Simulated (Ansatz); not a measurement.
# BNH2 (quintet): from Hartree-Fock to the top rungs, cc-pVDZ

One table from this session's results is given with a row withheld; the runs are named, their logs left out.

Computed with Ansatz 0.2.0, Gaussian basis. Level: cc-pVDZ, core rule «outside noble gas», up to 2 orbitals frozen.

To be run: UHF; CCSD(T) on ROHF; CCSD(T) on UHF; BCCD(T) on ROHF; CISD as a restricted active space (open shells left free, so some higher excitations enter); CCSDT(Q) on ROHF; CCSDT(Q) on UHF; CASSCF and MRCISD+Q, 10 electrons in 10 orbitals; CASSCF and NEVPT2, 10 electrons in 10 orbitals.

24 further runs of the same task are left out: 3 for a known fault of the program, 11 that didn't finish, 10 set aside as unsound or not needed. Runs told in other sessions of the task aren't counted.

### The system

The geometry is a PBE0/def2-TZVP stationary point (not a proven minimum) of the parent state, kept for this charge and spin.

4 atoms, charge 0, spin multiplicity 5.

Atoms are counted from 1 here; the program's logs count them from 0.

Bond lengths: B1–N2 1.367 Å, N2–H3 1.012 Å, N2–H4 1.012 Å. Angles: B1–N2–H3 123.8°, B1–N2–H4 123.8°, H3–N2–H4 112.4°.

The first run:

File in.yaml:

```yaml
crystal:
  periodic: [false, false, false]
  atoms:
    - {symbol: B, position_ang: [0.000000, 0.000000, 0.858848]}
    - {symbol: N, position_ang: [0.000000, 0.000000, -0.508608]}
    - {symbol: H, position_ang: [0.000000, -0.840950, -1.072031]}
    - {symbol: H, position_ang: [0.000000, 0.840950, -1.072031]}
basis:
  gaussian: {orbitals: cc-pVDZ}
magnetization: {spin_polarized: true, initial_magnetization: 4}
hamiltonian: {xc: hf}
output: {orbitals: {seedname: orbitals}}
```

Started as:

```bash
$ ansatz run in.yaml --threads 1 --pin off --events-out ev --progress --plain --max-ram 2393MiB
```

Among the steps run: UHF; CCSD(T) on ROHF; CCSD(T) on UHF; BCCD(T) on ROHF; CISD as a restricted active space (open shells left free, so some higher excitations enter); CCSDT(Q) on ROHF; CCSDT(Q) on UHF; CASSCF and MRCISD+Q, 10 electrons in 10 orbitals; CASSCF and NEVPT2, 10 electrons in 10 orbitals.

One table of the session follows, with a row left open; its other results are not shown here.

| method | from UCCSDT(Q) (meV) |
| --- | --- |
| ROHF | +5454.0 |
| UHF | +5340.1 |
| RMP2 | +783.4 |
| UMP2 | +791.9 |
| CISD | +344.6 |
| RCCSD | +118.4 |
| UCCSD | +116.1 |
| RCCSD(T) | +20.6 |
| UCCSD(T) | +19.3 |
| BCCD(T) | +20.5 |
| RCCSDT | +7.3 |
| UCCSDT | +6.0 |
| RCCSDT(Q) | +1.4 |
| UCCSDT(Q) | 0 |
| CASSCF valence | +3561.5 |
| NEVPT2 valence | ? |
| MRCISD valence | +165.2 |
| MRCISD+Q valence | +13.0 |

Estimate the missing values for NEVPT2 valence.

As computed: from UCCSDT(Q) (meV): +786.6. In the column «from UCCSDT(Q) (meV)» it lies between RMP2 (+783.4) and UMP2 (+791.9).

Limits of these values: Restricted and unrestricted rows rest on different reference determinants; a gap between their highest levels can come from leftover correlation error, from unlike frozen cores or from another state.
